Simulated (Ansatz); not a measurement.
Consider the homolysis of the H–N bond: `BNB` → H• + `B[N]B`•.

Isolated molecules relaxed with PBE0-D4/def2-TZVP in Ansatz; ΔE leaves out vibrations. CBS: MP2 limit from def2 TZ/QZ plus the TZ coupled-cluster correction, frozen cores. This one scheme is used for every species, atoms too. Functionals use def2-TZVPP. HSE06 is defined as in plane-wave codes. Open shells (•) are unrestricted, without spin–orbit coupling.

`BNB`:

Cartesian coordinates in Å:
```
B 0.082 -0.499 -1.166
N -0.068 -0.423 0.241
B -0.039 0.765 1.014
H 0.247 0.512 -1.777
H 0.039 -1.567 -1.704
H -0.206 -1.292 0.738
H -0.178 0.698 2.201
H 0.123 1.806 0.453
```

`B[N]B`•:

Cartesian coordinates in Å:
```
B 0.156 1.345 -0.166
N -0.002 -0.001 -0.007
B -0.157 -1.346 0.164
H 0.294 1.809 -1.268
H 0.157 2.066 0.797
H -0.282 -1.797 1.272
H -0.167 -2.076 -0.792
```

```csv
level,ΔE (kJ/mol),difference from CCSD(T)/CBS
LDA (SPW92),464.8,-4.1
r2SCANh-D4,426.4,-42.5
r2SCAN0-D4,432.5,-36.4
HSE06-D4,435.2,-33.7
CAM-B3LYP-D4,446.1,-22.8
PBE-QIDH,456.7,-12.2
r2SCANh,426.0,-42.9
HSE06,434.1,-34.8
LC-ωPBE,446.5,-22.4
CCSD/def2-SVP,444.5,-24.4
CCSD(T)/def2-SVP,444.6,-24.3
HF/def2-TZVPP,357.4,-111.5
SCS-MP2/def2-TZVPP,480.9,12.0
HF/def2-QZVPP,357.4,-111.5
SCS-MP2/def2-QZVPP,486.5,17.6
CCSD/CBS(def2),467.2,-1.7
CCSD(T)/CBS,468.9,0
```

(1) What do rigid-rotor, harmonic-oscillator terms from PBE0-D4/def2-TZVP frequencies (298.15 K, 1 bar) make of the CCSD(T)/CBS value? (Best estimate.)

Largest T1 diagnostic among the species: 0.024.

Answers

(1) Computed: ΔZPE = -43.7 kJ/mol, ΔH = +433.5 kJ/mol, ΔS = 128 J/(mol·K), ΔG = +395.2 kJ/mol. Open shells count their whole term as degenerate.

From r2SCAN to r2SCAN0 (25 % exact exchange), in def2-TZVPP and without D4, ΔE moves by +10.8 kJ/mol. At CCSD(T), def2-SVP lies −24.3 kJ/mol from the extrapolated value and def2-TZVPP −8.4 kJ/mol: correlation converges slowly with the basis, and small sets miss more of it in the bonded molecule than in its fragments.
